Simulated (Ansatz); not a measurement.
Relaxation of AlClH2 (4 atoms, charge 0, multiplicity 1), to a largest force component of 0.03 eV/Å in at most 50 steps.

These are results of RKS PBE0/def2-SVP in Ansatz 0.2.0, not measurements.

```xyz
4
Properties=species:S:1:pos:R:3
Al -0.153 0.000 -1.005
Cl 1.698 0.000 1.880
H 2.088 0.000 0.603
H -1.686 0.000 -0.353
```

Where does it end, and by what steps?

The forces met the threshold. After 9 steps the energy has fallen by 0.111 eV; Cl2 moved furthest, 0.70 Å.

| step | energy less start (eV) | largest force component (eV/Å) | accepted |
| --- | --- | --- | --- |
| 0 | 0.0000 | 1.049 | yes |
| 1 | -0.0176 | 0.683 | yes |
| 2 | -0.0244 | 0.713 | yes |
| 3 | -0.0479 | 0.179 | yes |
| 4 | -0.0735 | 0.285 | yes |
| 5 | -0.0755 | 0.909 | yes |
| 6 | -0.1072 | 0.066 | yes |
| 7 | -0.1098 | 0.200 | yes |
| 8 | -0.1014 | 0.116 | no |
| 9 | -0.1113 | 0.018 | yes |

```xyz
4
Properties=species:S:1:pos:R:3
Al -0.239 0.000 -1.138
Cl 1.225 0.000 1.366
H 2.435 0.000 0.918
H -1.474 0.000 -0.022
```

Whether the end is a true minimum wasn't checked by a vibrational analysis.

Run time: 11 s on 1 thread of Arm Neoverse V1, on a shared host, peak memory 0.099 GiB.
